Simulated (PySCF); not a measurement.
Reaction (SMILES): CC=C → [CH-]=CC + H+
B3LYP-D3(BJ)/def2-TZVP geometries, fixed; electronic energies without zero-point terms.

Effect of the atomic grid (radial, angular points) at M06-2X/def2-SVP with PySCF, against the last row, where the deprotonation energy is 424.70 kcal/mol. The proton leaves the site shown, which need not be the most acidic. Cost is core time over that of atom_grid: 30, 110, unpruned, rough, on shared machines of one kind.

| setting | grid points, largest species | largest shift of a total energy (mEh) | shift of the deprotonation energy (kcal/mol) | cost |
|---|---|---|---|---|
| atom_grid: 30, 110, unpruned | 29704 | -4.419 | 0.376 | 1× |
| atom_grid: 50, 194, unpruned | 87304 | -0.053 | -0.052 | 2× |
| atom_grid: 75, 302, unpruned | 203856 | -0.019 | -0.002 | 5× |
| atom_grid: 99, 590, unpruned | 525696 | -0.002 | -0.001 | 10× |
| atom_grid: 150, 974, unpruned | 1314904 | 0.000 | 0.000 | 30× |

Within 0.1 kcal/mol in the deprotonation energy: atom_grid: 50, 194, unpruned; atom_grid: 75, 302, unpruned; atom_grid: 99, 590, unpruned. The largest shift is 4.419 mEh in a total energy and 0.376 kcal/mol in the difference.
